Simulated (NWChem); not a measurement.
Total energies of diphosphorus (P2)

```
P
P 1 1.8911
```
Charge 0, spin multiplicity 1.

Program: NWChem. All single points use one geometry, from PBE0/def2-SVP, a minimum by its harmonic frequencies.

Basis set: def2-TZVP (74 functions).

| method | total energy (Ha) |
|---|---|
| RHF | -681.48013 |
| MP2 | -681.75418 |
| B2PLYP | -682.46891 |
| PBE | -682.39966 |
| B3LYP | -682.74557 |
| LC-wPBE (omega 0.3 per bohr) | -682.42374 |
| CCSD(T) | -681.79353 |

Total energies of different functionals aren't comparable as a measure of quality: only differences taken within one method are. 

The correlated methods keep 10 core orbitals frozen. B3LYP has NWChem's definition, with VWN1-RPA local correlation. Coupled-cluster values serve here as a point of comparison, not as the truth.
